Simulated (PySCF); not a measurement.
Run record for `CCO[C@H]1CO1`: KT2/aug-cc-pVDZ, full TDDFT, 12 singlets.

Method: TDDFT KT2/aug-cc-pVDZ, vertical, gas phase, core orbitals frozen in the response (PySCF 2.14.0, density-fitted response routines). Geometry: GFN2-xTB. The input is one job of a driver script: a line of settings, then coordinates in Å.

Command:
```bash
OMP_NUM_THREADS=1 python probes_run.py task.json out
```

Input:
```
{"job": {"kind": "uv", "xc": "KT2", "basis": "aug-cc-pVDZ", "nstates": 12, "ntriplets": 5, "tda": false}, "charge": 0, "multiplicity": 1}
C     -1.856853     0.522946     0.278045
C     -1.003725     0.478565    -0.982851
O      0.348796     0.855512    -0.749932
C      1.097249    -0.088950    -0.102292
C      2.254133     0.341975     0.677725
O      1.085189    -0.137595     1.289604
H     -1.453925    -0.150517     1.030510
H     -2.874858     0.225787     0.041080
H     -1.863868     1.530173     0.686100
H     -1.364316     1.198483    -1.721084
H     -1.027514    -0.528699    -1.423656
H      1.107980    -1.069714    -0.586990
H      3.121556    -0.302368     0.752819
H      2.429476     1.403955     0.788756
```

Output:
```
coarse grid: 11480 points
cycle   1  E = -312.3833001514  dE =  8.423e-01  |g| = 8.517e-01  |ddm| = 1.144e+01
cycle   2  E = -311.9132105447  dE =  4.701e-01  |g| = 1.727e+00  |ddm| = 3.848e+00
cycle   3  E = -312.5255290653  dE = -6.123e-01  |g| = 1.831e-01  |ddm| = 2.744e+00
cycle   4  E = -312.5315537315  dE = -6.025e-03  |g| = 9.330e-02  |ddm| = 4.865e-01
cycle   5  E = -312.5331337818  dE = -1.580e-03  |g| = 3.737e-02  |ddm| = 1.722e-01
cycle   6  E = -312.5333878032  dE = -2.540e-04  |g| = 1.065e-02  |ddm| = 6.243e-02
cycle   7  E = -312.5334127715  dE = -2.497e-05  |g| = 1.743e-03  |ddm| = 2.236e-02
cycle   8  E = -312.5334134278  dE = -6.564e-07  |g| = 6.419e-04  |ddm| = 4.512e-03
final grid: 110224 points
cycle   9  E = -312.5712455915  dE = -1.852e-04  |g| = 8.315e-03  |ddm| = 9.145e-01
cycle  10  E = -312.5712267528  dE =  1.884e-05  |g| = 1.223e-02  |ddm| = 4.617e-02
cycle  11  E = -312.5712607210  dE = -3.397e-05  |g| = 2.300e-03  |ddm| = 2.889e-02
cycle  12  E = -312.5712617610  dE = -1.040e-06  |g| = 4.969e-04  |ddm| = 4.594e-03
cycle  13  E = -312.5712618107  dE = -4.963e-08  |g| = 2.079e-04  |ddm| = 1.191e-03
cycle  14  E = -312.5712618188  dE = -8.128e-09  |g| = 6.086e-05  |ddm| = 3.966e-04
cycle  15  E = -312.5712618195  dE = -6.818e-10  |g| = 1.233e-05  |ddm| = 1.134e-04
converged SCF energy = -312.5712618195

Static polarisability (au): isotropic 60.586, principal 52.687 55.459 73.612

Singlet excitations
state   eV       nm        f      main configurations
  1   6.1521    201.5   0.00663   H->L 1.00
  2   6.4220    193.1   0.00169   H->L+1 0.96
  3   6.5238    190.0   0.01816   H-1->L 0.94
  4   6.5740    188.6   0.00709   H->L+2 0.97
  5   6.7200    184.5   0.01143   H->L+3 0.97
  6   6.7690    183.2   0.03431   H-1->L+1 0.98
  7   6.9264    179.0   0.02868   H-1->L+2 0.99
  8   7.0668    175.4   0.00590   H-2->L 0.60, H-1->L+3 0.40
  9   7.0857    175.0   0.00455   H-1->L+3 0.59, H-2->L 0.39
 10   7.2066    172.0   0.01754   H->L+4 0.95
 11   7.2528    170.9   0.00953   H->L+5 0.95
 12   7.3353    169.0   0.00921   H-2->L+1 0.72, H->L+6 0.27

Triplet excitations (Tamm-Dancoff, eV): 6.1074 6.3440 6.4308 6.5337 6.6404
```

The SCF starts on a coarse grid where the log names one; the energy can jump when the final grid takes over, and dE then counts from the start density on the new grid. H and L stand for HOMO and LUMO; the number after each pair is its weight.

Give S1 in cm⁻¹ and kJ/mol.

6.1521 eV × 8065.54 = 49620 cm⁻¹; × 96.485 = 593.6 kJ/mol.

Which computed singlet has the largest oscillator strength, and what do all of them sum to?

State 6 at 6.77 eV (183 nm), f = 0.034; the 12 states sum to 0.155.

In short: SCF converged in 15 cycles with 210 basis and 652 fitting functions; HOMO -6.42 eV, LUMO -0.28 eV; lowest singlet 6.15 eV; lowest triplet 6.11 eV (Tamm–Dancoff); mean polarisability 60.6 au.

Estimate the wall time. Hardware: one thread, Arm Neoverse N1 (aarch64) (shared host). And the peak memory of the process?

About 63 s, with 0.68 GiB resident at the peak, the Python interpreter and its libraries included.

Conformer computed: `[CH3:1][CH2:2][O:3][C@H:4]1[CH2:5][O:6]1`: C1–C2–O3–C4 74°, C2–O3–C4–C5 -154°.

One conformer stands for the species.
